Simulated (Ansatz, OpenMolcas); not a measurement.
## A ladder of methods for PF3 (SMILES FP(F)F)

PF3 has 4 atoms, charge 0, and is taken as a singlet. As SMILES, `FP(F)F`. The shape is that of a PBE0-D4/def2-TZVP optimisation.

```xyz
4

F     0.8344   -0.6632    0.8745
P    -0.2975    0.3146    0.3923
F    -1.0619   -0.6965   -0.5369
F     0.5250    1.0452   -0.7300
```

Each level gives the energy change with the P2–F3 bond stretched from 1.572 to 3.143 Å (eV). The values are calculated.

| level | kind | program | value (eV) | less FCI/STO-3G | CPU time (all runs) |
| --- | --- | --- | --- | --- | --- |
| revPBE/STO-3G (restricted) | GGA | Ansatz | 4.15 | +1.49 | 2.8 s |
| r2SCAN/STO-3G (restricted) | meta-GGA | Ansatz | 4.74 | +2.08 | 7.3 s |
| BHLYP/STO-3G (restricted) | global hybrid | Ansatz | 6.54 | +3.88 | 3 s |
| PBE0/STO-3G (restricted) | global hybrid | OpenMolcas | 5.46 | +2.80 | 8.1 s |
| r2SCAN0/STO-3G (restricted) | hybrid meta-GGA | Ansatz | 5.74 | +3.08 | 7.5 s |
| CAM-B3LYP/STO-3G (restricted) | range-separated hybrid | Ansatz | 6.00 | +3.34 | 3.4 s |
| HSE06/STO-3G (restricted) | range-separated hybrid | Ansatz | 5.42 | +2.76 | 3.6 s |
| CCSDTQ/STO-3G (restricted) | coupled cluster or CI | Ansatz | 2.66 | 0.00 | 64 s |
| FCI/STO-3G | exact in the basis | Ansatz | 2.66 | 0.00 | 3.3 s |

FCI/STO-3G is exact within its basis and frozen core, so for wave-function methods in that basis the difference is their error; functionals converge differently with the basis, so for them it is only a difference. The first shape isn't each level's own minimum. The values span 2.66 to 6.54 eV. All rows use very small basis sets, so even the best lies far from the true value. Times are those of the runs behind each value, whatever else they computed, on shared processors of several kinds: orders of magnitude only.
